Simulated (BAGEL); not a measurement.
# B2NH5 (SMILES BNB), step by step

We compute a single-point energy (HF/def2-SVP), then a single-point energy (NEVPT2(2,2)/def2-SVP), then a single-point energy (CASPT2(2,2)/def2-SVP) of B2NH5. 

Program for the calculation: BAGEL 1.2.2.

## (1) The structure to begin with

B2NH5: 8 atoms, total charge 0, spin state singlet. As SMILES, `BNB`. The N2–B3 distance was set to 2.267 Å, away from the relaxed value. At this shape a bond of the SMILES string is far longer than usual.

Bond lengths: B1–N2 1.417 Å, B1–H4 1.194 Å, B1–H5 1.197 Å, N2–H6 1.011 Å, B3–H7 1.197 Å, B3–H8 1.194 Å. Angles: B1–N2–H6 117.1°, N2–B1–H4 118.5°, N2–B1–H5 119.5°, H4–B1–H5 122.0°, H7–B3–H8 122.0°. A long bond or contact: N2–B3 2.267 Å.

## (2) The energy at HF/def2-SVP (density fitting with svp-jkfit) (run 1)

Input file job.json:

```json
{ "bagel": [

{
  "title": "molecule",
  "basis": "svp",
  "df_basis": "svp-jkfit",
  "geometry": [
    { "atom": "B", "xyz": [    -2.05849568,     2.69858371,    -1.76014760 ] },
    { "atom": "N", "xyz": [    -0.00209571,     2.17475163,    -0.12723526 ] },
    { "atom": "B", "xyz": [     1.31373760,    -1.72135153,     1.07279752 ] },
    { "atom": "H", "xyz": [    -3.23239354,     0.96702766,    -2.60447724 ] },
    { "atom": "H", "xyz": [    -2.56796584,     4.84587950,    -2.25298818 ] },
    { "atom": "H", "xyz": [     0.96355434,     3.67103677,     0.56383758 ] },
    { "atom": "H", "xyz": [     3.08327714,    -1.91656024,     2.46722643 ] },
    { "atom": "H", "xyz": [     0.20730296,    -3.52263847,     0.28515967 ] }
  ]
},

{
  "title": "hf"
},

{
  "title": "print",
  "file": "orbitals.molden",
  "orbitals": true
}

]}
```

Launch:

```console
BAGEL_NUM_THREADS=1 BAGEL job.json > job.out
```

Log:

```text
* using 1 threads per process

  ===============================================================
  ===============================================================

  *** Geometry ***

  { "atom" : "B", "xyz" : [     -2.058496,      2.698584,     -1.760148 ] },
  { "atom" : "N", "xyz" : [     -0.002096,      2.174752,     -0.127235 ] },
  { "atom" : "B", "xyz" : [      1.313738,     -1.721352,      1.072798 ] },
[... 4 lines of this table left out ...]
  { "atom" : "H", "xyz" : [      0.207303,     -3.522638,      0.285160 ] },

  Number of auxiliary basis functions:      317

  Since a DF basis is specified, we compute 2- and 3-index integrals:
    o Being stored without compression. Storage requirement is 0.011 GB

  Number of basis functions:       67
  Number of electrons      :       22

    * METHOD: MOLECULE                             0.09

  *** RHF ***

  === Nuclear Repulsion ===
    50.0773047577

      * DIIS with orbital gradients will be used.

  === RHF iteration (svp) ===
      0       -106.34658262          0.02386476           0.02
      1       -106.42886497          0.02096557           0.02
      2       -106.54410158          0.00230443           0.02
[... 11 lines of this table left out ...]
     14       -106.54718917          0.00000000           0.02
    * SCF iteration converged.

    * Permanent dipole moment:
           (   -0.882287,     0.960655,    -0.732798) a.u.

    * METHOD: HF                                   0.35

    * METHOD: PRINT                                0.01

  ===============================================================
```

Wall time 0.58 s (1 thread of Arm Neoverse V1, shared host); peak memory 0.15 GiB.

## (3) A single-point energy at NEVPT2(2,2)/def2-SVP (density fitting with svp-jkfit) (run 2)

Input file input.json:

```json
{ "bagel": [

{
  "title": "molecule",
  "basis": "svp",
  "df_basis": "svp-jkfit",
  "angstrom": "false",
  "geometry": [
    { "atom": "B", "xyz": [ -2.05849568,  2.69858371, -1.76014760 ] },
    { "atom": "N", "xyz": [ -0.00209571,  2.17475163, -0.12723526 ] },
    { "atom": "B", "xyz": [  1.31373760, -1.72135153,  1.07279752 ] },
    { "atom": "H", "xyz": [ -3.23239354,  0.96702766, -2.60447724 ] },
    { "atom": "H", "xyz": [ -2.56796584,  4.84587950, -2.25298818 ] },
    { "atom": "H", "xyz": [  0.96355434,  3.67103677,  0.56383758 ] },
    { "atom": "H", "xyz": [  3.08327714, -1.91656024,  2.46722643 ] },
    { "atom": "H", "xyz": [  0.20730296, -3.52263847,  0.28515967 ] }
  ]
},
{ "title": "hf", "charge": 0 },
{
  "title": "nevpt2",
  "nstate": 1,
  "nact": 2,
  "nclosed": 10,
  "charge": 0,
  "active": [10, 13],
  "maxiter": 200,
  "natocc": "true",
  "ncore": 3
},
{ "title": "print", "file": "orbitals.molden", "orbitals": "true" }

]}
```

Launch:

```console
BAGEL_NUM_THREADS=1 BAGEL input.json > input.out
```

Log:

```text
* using 1 threads per process

  ===============================================================
  ===============================================================

  *** Geometry ***

  { "atom" : "B", "xyz" : [     -2.058496,      2.698584,     -1.760148 ] },
  { "atom" : "N", "xyz" : [     -0.002096,      2.174752,     -0.127235 ] },
  { "atom" : "B", "xyz" : [      1.313738,     -1.721352,      1.072798 ] },
[... 4 lines of this table left out ...]
  { "atom" : "H", "xyz" : [      0.207303,     -3.522638,      0.285160 ] },

[... 23 lines left out ...]
    * SCF iteration converged.
[... 1 line left out ...]
    * Permanent dipole moment:
[... 28 lines left out ...]
    * Second-order optimization converged. *
[... 9 lines left out ...]
     * ci vector, state   0, <S^2> = 0.0000
       2.     0.9763278329
       .2    -0.2162960073

  === DF-NEVPT2 calculation ===

    * 3-index integral transformation done
    * assembly done

      NEVPT2 correlation energy:   -0.3168479843      0.08

          (+0)     -0.2311834943
          (+0)'    -0.0315967162
          (+1)     -0.0092118618
          (+1)'    -0.0000000000
          (+2)     -0.0004520366
          (-1)     -0.0406990115
          (-1)'     0.0000000000
          (-2)     -0.0037048639

      NEVPT2 total energy:       -106.8984407689

    * METHOD: NEVPT2                               2.10

    * METHOD: PRINT                                0.01

  ===============================================================
```

Run time: 2.7 s. Hardware: 1 thread of Arm Neoverse V1, shared host; peak memory 0.15 GiB.

## (4) The energy at CASPT2(2,2)/def2-SVP (density fitting with svp-jkfit) (run 3)

Input file calc.json:

```json
{ "bagel" : [

{
  "title" : "molecule",
  "basis" : "svp",
  "df_basis" : "svp-jkfit",
  "angstrom" : "false",
  "geometry" : [
    { "atom" : "B", "xyz" : [    -2.05849568,     2.69858371,    -1.76014760 ] },
    { "atom" : "N", "xyz" : [    -0.00209571,     2.17475163,    -0.12723526 ] },
    { "atom" : "B", "xyz" : [     1.31373760,    -1.72135153,     1.07279752 ] },
    { "atom" : "H", "xyz" : [    -3.23239354,     0.96702766,    -2.60447724 ] },
    { "atom" : "H", "xyz" : [    -2.56796584,     4.84587950,    -2.25298818 ] },
    { "atom" : "H", "xyz" : [     0.96355434,     3.67103677,     0.56383758 ] },
    { "atom" : "H", "xyz" : [     3.08327714,    -1.91656024,     2.46722643 ] },
    { "atom" : "H", "xyz" : [     0.20730296,    -3.52263847,     0.28515967 ] }
  ]
},

{ "title" : "hf" },

{ "title" : "casscf", "nstate" : 1, "nact" : 2, "nclosed" : 10, "active" : [10, 13], "maxiter" : 200, "natocc" : "true" },

{ "title" : "print", "file" : "orbitals.molden", "orbitals" : "true" },

{ "title" : "smith", "method" : "caspt2", "ms" : "true", "xms" : "true", "sssr" : "true", "shift" : 0.2, "shift_imag" : "true", "ncore" : 3 }

]}
```

Launch:

```console
BAGEL_NUM_THREADS=1 BAGEL calc.json > calc.out
```

Log:

```text
* using 1 threads per process

  ===============================================================
  ===============================================================

  *** Geometry ***

  { "atom" : "B", "xyz" : [     -2.058496,      2.698584,     -1.760148 ] },
  { "atom" : "N", "xyz" : [     -0.002096,      2.174752,     -0.127235 ] },
  { "atom" : "B", "xyz" : [      1.313738,     -1.721352,      1.072798 ] },
[... 4 lines of this table left out ...]
  { "atom" : "H", "xyz" : [      0.207303,     -3.522638,      0.285160 ] },

[... 25 lines left out ...]
    * Permanent dipole moment:
[... 37 lines left out ...]
     * ci vector, state   0, <S^2> = 0.0000
[... 21 lines left out ...]
       #      aibj      arbs      arbi      airj      risj      airs      arst      rist         Etot      error   time
[... 9 lines left out ...]
      ------------------------------------------------------------------------------------------------------------------

    * CASPT2 energy : state  0     -106.9002054577
        w/o shift correction       -106.8981873910
        reference weight              0.8966865279

    * METHOD: SMITH                                0.29

  ===============================================================
```

It took 2.8 s on 1 thread of Arm Neoverse V1, shared host; peak memory 0.15 GiB.

## (5) What came out

| quantity | value |
| --- | --- |
| run 1, HF/def2-SVP: total energy | -106.54719 Eh |
| run 1, HF/def2-SVP: dipole moment | 3.80 D |
| run 1, HF/def2-SVP: HOMO energy | -10.55 eV |
| run 1, HF/def2-SVP: LUMO energy | 0.98 eV |
| run 1, HF/def2-SVP: HOMO–LUMO gap | 11.52 eV |
| run 2, NEVPT2(2,2)/def2-SVP: total energy | -106.89844 Eh |
| run 3, CASPT2(2,2)/def2-SVP: total energy | -106.90021 Eh |
